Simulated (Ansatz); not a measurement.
## CS2, SMILES S=C=S: a composite energy at a relaxed geometry

Computed with the Python package of Ansatz (0.2.0).

`cs2_composite.py`:
```python
"""A composite energy for CS2: DFT geometry, MP2 basis limit, coupled-cluster correction."""

import itertools

import ansatz as az
from ase import Atoms
from ase.data import atomic_numbers, covalent_radii
import numpy as np

atoms = Atoms(["S", "C", "S"], positions=[
    (1.35851, -0.15617, 0.72994),
    (0.0, 0.0, 0.0),
    (-1.35851, 0.15616, -0.72994),
])
system = az.Crystal.molecule_from_ase(atoms)

calc = system.calculation().basis(gaussian="def2-SVP").functional("pbe0", dispersion="d4")
symbols = [site.symbol for site in system.cartesian_sites]
start = np.array([site.position_ang for site in system.cartesian_sites], dtype=float)
report = calc.relax(force_tolerance=0.01).run(threads=1).report
end = np.array(report["positions_ang"])
# pairs closer than 1.2 times the sum of covalent radii, before or after
radius = [covalent_radii[atomic_numbers[s]] for s in symbols]
span = lambda where, i, j: np.linalg.norm(where[i] - where[j])
bonded = [(i, j) for i, j in itertools.combinations(range(len(symbols)), 2) if min(span(start, i, j), span(end, i, j)) < 1.2 * (radius[i] + radius[j])]
print("pair        before    after (A)")
for i, j in bonded:
    print(f"{symbols[i]}{i}-{symbols[j]}{j}".ljust(10), f"{span(start, i, j):8.4f} {span(end, i, j):8.4f}")

minimum = az.Crystal.molecule()
for symbol, place in zip(symbols, end):
    minimum = minimum.atom(symbol, place.tolist())
at_minimum = minimum.calculation()
# MP2 extrapolated to the basis limit, plus the small-basis difference CCSD(T) - MP2
level = lambda method, basis: at_minimum.basis(gaussian=basis).correlation(method).run(threads=1).report
small, large, cluster = level("mp2", "cc-pVDZ"), level("mp2", "cc-pVTZ"), level("ccsd_t", "cc-pVDZ")
corr = lambda each: (each["free_energy_ev"] - each["reference_energy_ev"]) / 27.211386246
mp2_limit = (27 * corr(large) - 8 * corr(small)) / 19
pieces = {"HF / cc-pVTZ": large["reference_energy_ev"] / 27.211386246, "MP2 correlation, DZ-TZ limit": mp2_limit, "CCSD(T) - MP2 / cc-pVDZ": corr(cluster) - corr(small)}
for name, value in pieces.items():
    print(f"{name:32s} {value:14.6f} Ha")
print(f"{'sum':32s} {sum(pieces.values()):14.6f} Ha")
print("T1 diagnostic", round(cluster["correlation"]["coupled_cluster"]["t1_diagnostic"], 4))
```

`python cs2_composite.py` gives:
```text
pair        before    after (A)
S0-C1        1.5501   1.5559
C1-S2        1.5501   1.5559
HF / cc-pVTZ                        -832.966675 Ha
MP2 correlation, DZ-TZ limit          -0.537067 Ha
CCSD(T) - MP2 / cc-pVDZ               -0.033898 Ha
sum                                 -833.537640 Ha
T1 diagnostic 0.0206
```

Total energies depend on the basis set; only differences at equal settings carry meaning. The sum leaves out core correlation, relativity, the Hartree-Fock basis error and zero-point energy; a DZ-TZ extrapolation is rough. Inner cores stay frozen, so this is valence correlation. For Al to Cl the sets with a tight d function, cc-pV(X+d)Z, are usual. An extrapolation from small basis sets is rough. Hardware and time: 4.9 s on 1 thread of Arm Neoverse V2, on a shared host, peak memory 0.22 GiB.
